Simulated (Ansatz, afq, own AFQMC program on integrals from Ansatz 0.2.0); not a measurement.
AFQMC on a folder of integrals that Ansatz 0.2.0 wrote.

```yaml
crystal:
  periodic: [false, false, false]
  atoms:
    - {symbol: O, position_ang: [0.000000, -0.069082, 0.000000]}
    - {symbol: H, position_ang: [0.000000, 0.548282, 0.757588]}
    - {symbol: H, position_ang: [0.000000, 0.548282, -0.757588]}
basis:
  gaussian: {orbitals: aug-cc-pVDZ}
total_charge: -1
magnetization: {spin_polarized: true, initial_magnetization: 1}
correlation: {method: ccsd_t, electrons: outside_noble_gas, hamiltonian_folder: ham}
```

```sh
$ ansatz run in.yaml --threads 1 --pin off --events-out ev --progress --plain --max-ram 1382MiB
```

afq runs on the folder ham with

```
--method free --trial cisd --walkers 60 --time-step 0.03 --max-blocks 80 --target-error 0.00036 --factor-cut 1e-05 --seed 2298 --times 0,0.3,0.6,1.2,1.8,2.4,3.6,4.8,6 --taylor-order 8
```

Times are imaginary, in 1/Eh. The walk had a cap of 1356 s.

```
orbitals 40  electrons 5 4  factors 308 of 385
reference energy -76.00512887 Eh
CCSD correlation -0.23560175 Eh in 10 cycles, weight of the determinant in the CISD state 0.9272
repeat  energy at the last time / Eh  error
    10  -76.245340  0.001023
    20  -76.245601  0.001434
    30  -76.245437  0.001025
    40  -76.246231  0.000981
    50  -76.245650  0.000856
    60  -76.245944  0.000739
    70  -76.245201  0.000714
    80  -76.246120  0.000868
time / (1/Eh)  energy / Eh  error  mean overlap
  0.00  -76.240775  0.000161  1.0791
  0.30  -76.245828  0.000215  1.0806
  0.60  -76.247003  0.000241  1.0829
  1.20  -76.247910  0.000311  1.0750
  1.80  -76.247854  0.000362  1.0678
  2.40  -76.247273  0.000415  1.0964
  3.60  -76.247840  0.000578  1.0704
  4.80  -76.247339  0.000670  1.0932
  6.00  -76.246120  0.000868  1.1309
energy -76.246120 +/- 0.000868 Eh
```

(1) Estimate how long the walk took on 1 thread of Arm Neoverse V2 (shared host).

The run passed its tests (error under three times the target), which doesn't prove that it has relaxed.

Against this walk (error 23.6 meV) on the same determinant: CCSD(T) 23.0 meV lower (within the noise), CCSDT(Q) 46.6 meV lower (within the noise). The error is statistical, and a free projection of finite length keeps a remainder of its start. The last points scatter (meV from the last: -47 ± 10 at 1.80, -31 ± 11 at 2.40, -47 ± 16 at 3.60, -33 ± 18 at 4.80, 0 ± 24 at 6.00); the last is the one printed as the energy, and the gaps above move with that scatter.

Cautions: remainder of the start not in the error; error above the target (23.6 against 9.8 meV).

Results:

(1) 4.7 min of wall time.

CCSDT and higher add their correlation energy to the determinant of the CCSD(T) run, since their own runs factorise the integrals more tightly (a shift of under 2 meV). A walk keeps the symmetry of its determinant, which the program's search chose and which needn't be the lowest solution, so a lower state of the same spin and another symmetry isn't excluded.
